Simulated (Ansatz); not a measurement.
H₂ + `[OH]`• → H• + H₂O at 700 K and 1 bar (hydrogen abstraction from the H–H bond).

Program: Ansatz. Geometries: PBE0-D4/def2-TZVP. ΔE: electronic, gas phase. CCSD(T)/CBS is extrapolated from def2-TZVPP and def2-QZVPP, frozen cores. No spin–orbit coupling; open shells (•) take unrestricted orbitals.

| species | CCSD(T)/CBS energy (Eh) | H − E (kJ/mol) | S (J/(mol·K)) |
| --- | --- | --- | --- |
| H₂ | -1.17463 | 46.8 | 155.3 |
| `[OH]`• | -75.67603 | 42.8 | 208.9 |
| H• | -0.50000 | 14.6 | 132.5 |
| H₂O | -76.37685 | 80.5 | 218.4 |

H − E and S are ideal-gas, rigid-rotor, harmonic terms from PBE0-D4/def2-TZVP, with the whole ground term of open shells counted as degenerate. 1 Eh = 2625.50 kJ/mol, R = 8.31446 J/(mol·K).

Q: By hand: ΔE, ΔH, ΔS and ΔG.

A: ΔE = (-0.50000) + (-76.37685) − (-1.17463) − (-75.67603) = -0.02619 Eh = -68.8 kJ/mol. Δ(H − E) = 14.6 + 80.5 − 46.8 − 42.8 = 5.5, so ΔH = -63.3 kJ/mol. ΔS = 132.5 + 218.4 − 155.3 − 208.9 = -13.3 J/(mol·K). ΔG = -63.3 − 700 × (-13.3)/1000 = -54.0 kJ/mol.

Q: By hand: the equilibrium constant, and the temperature at which ΔG would vanish if ΔH and ΔS stayed fixed.

A: log₁₀ K = −ΔG/(RT ln 10) = 4.0. ΔG = 0 at ΔH/ΔS = 4759 K, far beyond where these terms or the molecules hold.

The number of gas molecules stays the same, so ΔS is small and ΔH decides. A doubt of 5 kJ/mol in ΔE shifts log₁₀ K by 0.4 here. These are equilibria of isolated gas molecules and say nothing of rates. Largest T1 diagnostic: 0.008 (customary marks: 0.02 for closed shells, 0.045 for open ones).
